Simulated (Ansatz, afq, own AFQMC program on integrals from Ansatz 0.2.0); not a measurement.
Integrals from Ansatz 0.2.0, then the random walk in our own AFQMC program (afq).

```yaml
crystal:
  periodic: [false, false, false]
  atoms:
    - {symbol: B, position_ang: [0.000000, 0.000000, 1.368886]}
    - {symbol: Al, position_ang: [0.000000, 0.000000, -0.689391]}
    - {symbol: H, position_ang: [0.000000, 1.077612, 1.885924]}
    - {symbol: H, position_ang: [0.000000, -1.077612, 1.885924]}
basis:
  gaussian: {orbitals: 6-31G}
magnetization: {spin_polarized: true, initial_magnetization: 2}
correlation: {method: ccsd_t, electrons: outside_noble_gas, hamiltonian_folder: ham}
```

```sh
$ ansatz run in.yaml --threads 1 --pin off --events-out ev --progress --plain --max-ram 24576MiB --backend cuda --devices 0, --max-vram 18GiB
```

Options of the walk:

```
--method free --trial cisd --walkers 20 --time-step 0.05 --max-blocks 120 --target-error 0.00068 --factor-cut 1e-05 --seed 1971 --times 0,0.05,0.1,0.15 --taylor-order 10
```

Times are imaginary, in 1/Eh. The walk had a cap of 60 s.

```
orbitals 20  electrons 5 3  factors 131 of 328
reference energy -267.64146183 Eh
CCSD correlation -0.10093384 Eh in 11 cycles, weight of the determinant in the CISD state 0.8940
repeat  energy at the last time / Eh  error
    10  -267.743597  0.000403
    20  -267.743359  0.000253
    30  -267.743390  0.000183
time / (1/Eh)  energy / Eh  error  mean overlap
  0.00  -267.742294  0.000209  1.1194
  0.05  -267.742714  0.000222  1.1137
  0.10  -267.742974  0.000212  1.1152
  0.15  -267.743354  0.000181  1.1119
energy -267.743354 +/- 0.000181 Eh
```

The run passed its tests (error under three times the target), which doesn't prove that it has relaxed.

Against this walk (error 4.9 meV) on the same determinant: CCSD(T) 54.8 meV lower, CCSDT(Q) 83.0 meV lower, CCSDTQ 83.7 meV lower, full CI 84.0 meV lower. The error is statistical, and a free projection of finite length keeps a remainder of its start.

A setting was made bad on purpose (projection too short), so the walk's energy isn't to be trusted.

Cautions: remainder of the start not in the error; so few walkers bias the energy; the time-step error isn't removed.

CCSDT and higher add their correlation energy to the determinant of the CCSD(T) run, since their own runs factorise the integrals more tightly (a shift of under 2 meV). A walk keeps the symmetry of its determinant, which the program's search chose and which needn't be the lowest solution, so a lower state of the same spin and another symmetry isn't excluded.
